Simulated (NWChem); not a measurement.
Everything below was run with NWChem. System: HLi, charge 0, spin multiplicity 1, at a geometry optimised with PBE0/def2-SVP. The structure started from a generated list of species. Level: TD-B3LYP/aug-cc-pVDZ, VWN1-RPA local correlation.

NWChem printed:

```
             Northwest Computational Chemistry Package (NWChem) 7.3.0
             --------------------------------------------------------

                                NWChem Input Module
                                -------------------

 Scaling coordinates for geometry "geometry" by  1.889725989
 (inverse scale =  0.529177249)

 Turning off AUTOSYM since
 SYMMETRY directive was detected!

                             Geometry "geometry" -> ""
                             -------------------------

 Output coordinates in angstroms (scale by  1.889725989 to convert to a.u.)

  No.       Tag          Charge          X              Y              Z
 ---- ---------------- ---------- -------------- -------------- --------------
    1 Li                   3.0000     0.00000000     0.00000000     0.39940600
    2 H                    1.0000     0.00000000     0.00000000    -1.19821800

 Effective nuclear repulsion energy (a.u.)       0.9936829611

            Nuclear Dipole moment (a.u.)
            ----------------------------
        X                 Y               Z
 ---------------- ---------------- ----------------
     0.0000000000     0.0000000000     0.0000000000

      Symmetry information
      --------------------

 Group name             C2v
 Group number             16
 Group order               4
 No. of unique centers     2

      Symmetry unique atoms

     1    2


 Summary of "ao basis" -> "" (spherical)
 ------------------------------------------------------------------------------
       Tag                 Description            Shells   Functions and Types
 ---------------- ------------------------------  ------  ---------------------
 *                        aug-cc-pvdz                 on all atoms

                                 NWChem DFT Module
                                 -----------------

 Summary of "ao basis" -> "ao basis" (spherical)
 ------------------------------------------------------------------------------
       Tag                 Description            Shells   Functions and Types
 ---------------- ------------------------------  ------  ---------------------
 Li                       aug-cc-pvdz                9       23   4s3p2d
 H                        aug-cc-pvdz                5        9   3s2p

 Summary of "ao basis" -> "ao basis" (spherical)
 ------------------------------------------------------------------------------
       Tag                 Description            Shells   Functions and Types
[...]
          sigma_h =   1.2598 Angstrom
         |d_h->e| =   1.6414 Angstrom
            d_exc =   3.7052 Angstrom
            d_CD1 =   3.4553 Angstrom
            d_CD2 =  -0.5253 Angstrom
            d_CD3 =   5.3466 Angstrom
     Pearson C.C. =  -0.0000

     Occ.    2  a1  ---  Virt.    4  b1   0.49671 X
     Occ.    2  a1  ---  Virt.    5  b2   0.81130 X
     Occ.    2  a1  ---  Virt.    8  b2  -0.26063 X
     Occ.    2  a1  ---  Virt.    9  b1  -0.15957 X
  ----------------------------------------------------------------------------
  Root   3 singlet b1             0.157334149 a.u.                4.2813 eV
  ----------------------------------------------------------------------------
     Transition Moments    X -1.11964   Y  0.68549   Z -0.00000
     Transition Moments   XX -0.00000  XY  0.00000  XZ  0.34685
     Transition Moments   YY -0.00000  YZ -0.21235  ZZ  0.00000
     Dipole Oscillator Strength                    0.1807766133
     Electric Quadrupole                           0.0000000034
     Magnetic Dipole                               0.0000003751
     Total Oscillator Strength                     0.1807769918

          sigma_e =   3.0737 Angstrom
          sigma_h =   1.2598 Angstrom
         |d_h->e| =   1.6414 Angstrom
            d_exc =   3.7052 Angstrom
            d_CD1 =   3.4553 Angstrom
            d_CD2 =  -0.5253 Angstrom
            d_CD3 =   5.3466 Angstrom
     Pearson C.C. =  -0.0000

     Occ.    2  a1  ---  Virt.    4  b1   0.81130 X
     Occ.    2  a1  ---  Virt.    5  b2  -0.49671 X
     Occ.    2  a1  ---  Virt.    8  b2   0.15957 X
     Occ.    2  a1  ---  Virt.    9  b1  -0.26063 X
  ----------------------------------------------------------------------------
  Root   4 singlet a1             0.198908345 a.u.                5.4126 eV
  ----------------------------------------------------------------------------
     Transition Moments    X -0.00000   Y  0.00000   Z -0.31686
     Transition Moments   XX  0.49147  XY -0.00000  XZ  0.00000
     Transition Moments   YY  0.49147  YZ -0.00000  ZZ  2.16128
     Dipole Oscillator Strength                    0.0133139696
     Electric Quadrupole                           0.0000000389
     Magnetic Dipole                               0.0000000000
     Total Oscillator Strength                     0.0133140086

          sigma_e =   4.5707 Angstrom
          sigma_h =   1.2596 Angstrom
         |d_h->e| =   3.9360 Angstrom
            d_exc =   6.1621 Angstrom
            d_CD1 =   7.2472 Angstrom
            d_CD2 =   1.0208 Angstrom
            d_CD3 =  10.0981 Angstrom
     Pearson C.C. =  -0.0001

     Occ.    2  a1  ---  Virt.    3  a1  -0.07023 X
     Occ.    2  a1  ---  Virt.    6  a1  -0.78750 X
     Occ.    2  a1  ---  Virt.    7  a1  -0.40063 X
     Occ.    2  a1  ---  Virt.   10  a1  -0.42457 X
     Occ.    2  a1  ---  Virt.   14  a1  -0.18323 X
  ----------------------------------------------------------------------------
  Root   5 singlet a1             0.217419708 a.u.                5.9163 eV
  ----------------------------------------------------------------------------
     Transition Moments    X -0.00000   Y  0.00000   Z  0.02269
     Transition Moments   XX  2.72411  XY  0.00000  XZ -0.00000
     Transition Moments   YY  2.72411  YZ  0.00000  ZZ -0.83765
     Dipole Oscillator Strength                    0.0000746270
     Electric Quadrupole                           0.0000002314
     Magnetic Dipole                               0.0000000000
     Total Oscillator Strength                     0.0000748584

          sigma_e =   4.5314 Angstrom
          sigma_h =   1.2596 Angstrom
         |d_h->e| =   1.2155 Angstrom
            d_exc =   4.8578 Angstrom
            d_CD1 =   4.4873 Angstrom
            d_CD2 =  -1.6800 Angstrom
            d_CD3 =   6.0733 Angstrom
     Pearson C.C. =   0.0000

     Occ.    2  a1  ---  Virt.    3  a1  -0.12016 X
     Occ.    2  a1  ---  Virt.    7  a1  -0.68251 X
     Occ.    2  a1  ---  Virt.    7  a1   0.05436 Y
     Occ.    2  a1  ---  Virt.   10  a1   0.70826 X
     Occ.    2  a1  ---  Virt.   14  a1  -0.12850 X
     Occ.    2  a1  ---  Virt.   23  a1  -0.05363 X

              Target root =      1
          Target symmetry = none
      Ground state energy =     -8.084195598597
        Excitation energy =      0.117653167626
     Excited state energy =     -7.966542430971

  stored tddft:energy   -7.9665424309711481

 Task  times  cpu:        4.2s     wall:        4.2s

 Total times  cpu:        4.2s     wall:        4.2s
```

Question: Write an NWChem input that would produce this output.

Answer: This is not unique; one that fits is 
```
start mol
memory heap 200 mb stack 900 mb global 1100 mb
geometry units angstroms nocenter noautoz
  Li     0.000000     0.000000     0.399406
  H      0.000000     0.000000    -1.198218
  symmetry group C2v
end
basis spherical
  * library aug-cc-pvdz
end
dft
  xc b3lyp
  semidirect memsize 60000000 filesize 0
  iterations 100
end
tddft
  rpa
  nroots 5
  notriplet
  thresh 1e-4
end
task tddft energy
```
